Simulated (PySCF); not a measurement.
## What binds to ammonia, and how strongly

Gas-phase complexes of ammonia, each in one structure from a short search with a few starts, optimised by PBE0-D3(BJ)/def2-SVPD or PBE0-D3(BJ)/def2-TZVPD; other ways of binding may lie lower. Energies in kcal/mol, PBE0-D3(BJ)/def2-TZVPD, counterpoise-corrected (PySCF): interaction is complex less parts frozen as they stand in it, binding adds what it costs to deform them. Contacts are written partner···ammonia; electrostatic, Pauli and orbital are terms of the uncorrected same energy, whose rest is dispersion or correlation.

2 other partners are left out, for which the search missed the form known or expected to bind best.

Frequency runs check only 8 of the 9 structures; these show no clear imaginary mode.

Q: Order these partners of ammonia by binding energy, strongest first: fluoride, Al3+, bromine monofluoride, Zn2+, Mg2+, water, zinc chloride, chlorine monofluoride, chloride.

A: Al3+ (-251.0), Zn2+ (-135.9), Mg2+ (-100.9), zinc chloride (-22.8), bromine monofluoride (-18.0), fluoride (-16.8), chlorine monofluoride (-14.3), chloride (-8.9), water (-7.1).
```tsv
partner	contact	distance (Å)	binding	interaction	electrostatic	Pauli	orbital
Al3+	Al···N	1.92	-251.0	-253.6	-131.5	45.3	-166.5
Zn2+	Zn···N	1.95	-135.9	-136.3	-114.9	60.9	-81.9
Mg2+	Mg···N	2.04	-100.9	-101.2	-80.7	31.0	-50.5
zinc chloride	Zn···N	2.10	-22.8	-30.0	-65.9	62.2	-25.4
bromine monofluoride	Br···N	2.30	-18.0	-19.8	-45.6	61.3	-34.9
fluoride	F···H	1.57	-16.8	-18.4	-27.8	29.8	-20.2
chlorine monofluoride	Cl···N	2.21	-14.3	-16.6	-41.2	62.0	-37.0
chloride	Cl···H	2.32	-8.9	-9.2	-11.4	8.8	-6.1
water	H···N	1.93	-7.1	-7.3	-12.2	10.8	-5.6
```

Multiply charged ions in the gas phase bind far more strongly than in solution.
